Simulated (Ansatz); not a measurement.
Working through a geometry optimisation of C3H7FO, SMILES COC(C)F

Program: the Ansatz DFT code, driven from Python.

Interactive session:
```pycon
>>> import itertools
>>> import ansatz as az
>>> from ase.data import atomic_numbers, covalent_radii
>>> import numpy as np
>>> GEOMETRY = """
... C    -1.75890    0.52230    0.00570
... O    -0.49710    0.50130   -0.54140
... C     0.30530   -0.35670    0.21160
... C     1.81260   -0.32850   -0.34910
... F     0.37920    0.11060    1.47900
... H    -2.41110    1.22430   -0.65570
... H    -2.23540   -0.42570    0.02280
... H    -1.75870    1.02030    0.99070
... H    -0.06280   -1.35880    0.28020
... H     2.14290    0.68090   -0.31550
... H     1.73360   -0.68710   -1.36180
... H     2.42720   -0.95800    0.26740
... """
>>> system = az.Crystal.molecule()
>>> for line in GEOMETRY.strip().splitlines():
...     symbol, *xyz = line.split()
...     system = system.atom(symbol, [float(v) for v in xyz])
...
>>> job = (
...     system.calculation()
...     .basis(gaussian="def2-SVP")
...     .functional("PBE")
... )
>>> symbols = [site.symbol for site in system.cartesian_sites]
>>> start = np.array([site.position_ang for site in system.cartesian_sites], dtype=float)
>>> def progress(event):
...     if event["event"] == "relax_step":
...         row = event["data"]
...         print(f"step {row['step']:3d}  E = {row['lagrangian_ev']:.6f} eV  largest force component {row['allowed_force_max_ev_ang']:.4f} eV/A")
...
>>> report = job.relax(force_tolerance=0.01).session().plan().execute(on_event=progress).report
step   1  E = -7973.260941 eV  largest force component 3.4581 eV/A
step   2  E = -7973.680546 eV  largest force component 1.4396 eV/A
step   3  E = -7973.760312 eV  largest force component 0.3197 eV/A
step   4  E = -7973.765205 eV  largest force component 0.1948 eV/A
step   5  E = -7973.766453 eV  largest force component 0.0414 eV/A
step   6  E = -7973.766637 eV  largest force component 0.0145 eV/A
step   7  E = -7973.766679 eV  largest force component 0.0108 eV/A
step   8  E = -7973.766704 eV  largest force component 0.0035 eV/A
>>> end = np.array(report["positions_ang"])
>>> for key in ("converged", "free_energy_ev", "reference_energy_ev", "n_frozen", "n_occupied", "n_virtual"):
...     print(f"{key:22s} {report[key]}")
...
converged              True
free_energy_ev         -7973.766735665153
reference_energy_ev    -7973.766735665153
n_frozen               0
n_occupied             [21, 21]
n_virtual              [84, 84]
>>> radius = [covalent_radii[atomic_numbers[s]] for s in symbols]
>>> span = lambda where, i, j: np.linalg.norm(where[i] - where[j])
>>> bonded = [(i, j) for i, j in itertools.combinations(range(len(symbols)), 2) if min(span(start, i, j), span(end, i, j)) < 1.2 * (radius[i] + radius[j])]
>>> print("pair        before    after (A)")
pair        before    after (A)
>>> for i, j in bonded:
...     print(f"{symbols[i]}{i}-{symbols[j]}{j}".ljust(10), f"{span(start, i, j):8.4f} {span(end, i, j):8.4f}")
...
C0-O1        1.3755   1.4192
C0-H5        1.1643   1.1063
C0-H6        1.0612   1.1163
C0-H7        1.1037   1.1114
O1-C2        1.3954   1.3823
C2-C3        1.6085   1.5122
C2-F4        1.3528   1.4041
C2-H8        1.0698   1.1214
C3-H9        1.0626   1.1074
C3-H10       1.0772   1.1069
C3-H11       1.0743   1.1061
>>> with open("c3h7fo_opt.xyz", "w") as handle:
...     handle.write(f"{len(symbols)}\nrelaxed C3H7FO\n")
...     handle.writelines(f"{s:2s} {x:11.6f} {y:11.6f} {z:11.6f}\n" for s, (x, y, z) in zip(symbols, end))
...
18
```

It writes `c3h7fo_opt.xyz`:
```text
12
relaxed C3H7FO
C    -1.793799    0.557230   -0.027147
O    -0.438402    0.546950   -0.447918
C     0.374361   -0.309602    0.270740
C     1.747279   -0.338077   -0.362606
F     0.492203    0.133991    1.597684
H    -2.341691    1.241935   -0.701660
H    -2.250907   -0.458828   -0.095904
H    -1.894724    0.917650    1.019318
H    -0.085819   -1.329747    0.342159
H     2.153531    0.691568   -0.394480
H     1.687125   -0.729991   -1.396044
H     2.427643   -0.978179    0.229758
```

Total energies depend on the basis set; only differences at equal settings carry meaning. The end point is the stationary point reached from this start; no frequency run checks that it is a minimum, and the basis set is modest. It ran for 30 s on 1 thread of Arm Neoverse V2, with other jobs on the host, peak memory 0.21 GiB.

(Lines on the test bed's own set-up are left out of the output.)
